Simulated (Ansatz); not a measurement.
A nudged elastic band was laid between two geometries of H6OSi2 (9 atoms, charge 0, multiplicity 1).

Computed with Ansatz, RKS PBE/def2-SVP.

| Item | Value |
| --- | --- |
| movable images | 5 |
| climbing image | yes |
| spring | 5.0 eV/Å² |
| optimiser | quadratic models (default) |
| start path | IDPP |
| force threshold | 0.05 eV/Å |
| iteration limit | 60 |
| end points | relaxed |

First end point:

```xyz
9
Properties=species:S:1:pos:R:3
Si -0.708 1.063 -0.934
O 0.499 0.115 -0.266
Si 0.800 -1.056 0.891
H -1.791 0.202 -1.529
H -0.092 1.906 -2.012
H -1.320 1.958 0.112
H 2.259 -1.401 0.834
H -0.018 -2.291 0.620
H 0.461 -0.543 2.266
```

Last end point:

```xyz
9
Properties=species:S:1:pos:R:3
Si -0.781 1.236 -0.603
O 0.392 0.356 0.202
Si 0.857 -1.193 0.630
H -2.131 1.026 0.032
H -0.857 0.821 -2.049
H -0.410 2.688 -0.519
H 2.137 -1.095 1.406
H 1.078 -2.038 -0.598
H -0.198 -1.847 1.484
```

Question: Which bonds break or form, and what moves?

Answer: No bond is made or broken. The dihedral H4–Si1–O2–Si3 goes from -60 to 61°. The two ends are copies of one structure, up to a mirror image or an exchange of like atoms.

Question: What energy profile does the band end with?

Answer: The forces met the threshold. The highest image is number 3 of 0 to 6, 0.015 eV above the ends, which have the same energy within 2 meV. A vibrational analysis at the climbing image gives one clearly imaginary mode, 78i cm⁻¹: a first-order saddle point.

```json
{"image": "0", "path coordinate (Å)": "0.00", "energy (eV)": "0.000", "dihedral H4–Si1–O2–Si3 (°)": "-60"}
{"image": "1", "path coordinate (Å)": "0.62", "energy (eV)": "0.004", "dihedral H4–Si1–O2–Si3 (°)": "-41"}
{"image": "2", "path coordinate (Å)": "1.24", "energy (eV)": "0.011", "dihedral H4–Si1–O2–Si3 (°)": "-21"}
{"image": "3", "path coordinate (Å)": "1.86", "energy (eV)": "0.015", "dihedral H4–Si1–O2–Si3 (°)": "0"}
{"image": "4", "path coordinate (Å)": "2.48", "energy (eV)": "0.011", "dihedral H4–Si1–O2–Si3 (°)": "22"}
{"image": "5", "path coordinate (Å)": "3.10", "energy (eV)": "0.004", "dihedral H4–Si1–O2–Si3 (°)": "42"}
{"image": "6", "path coordinate (Å)": "3.72", "energy (eV)": "0.000", "dihedral H4–Si1–O2–Si3 (°)": "61"}
```

Question: What is the geometry of the highest image?

Answer: 
```xyz
9
Properties=species:S:1:pos:R:3:forces:R:3
Si -0.731 1.177 -0.778 0.02 -0.04 0.02
O 0.475 0.279 -0.042 -0.03 0.04 -0.03
Si 0.818 -1.143 0.766 0.02 -0.03 0.02
H -2.054 0.459 -0.702 -0.01 0.00 0.00
H -0.374 1.401 -2.220 0.01 0.00 -0.01
H -0.852 2.505 -0.086 0.00 0.01 0.00
H 2.282 -1.144 1.095 0.00 0.00 0.00
H 0.501 -2.339 -0.093 0.00 0.01 0.00
H 0.023 -1.241 2.042 0.00 0.00 0.00
```

The band took 4 iterations and roughly 50 core-seconds.

Run time: 50 s on 1 CPU thread of a shared host.
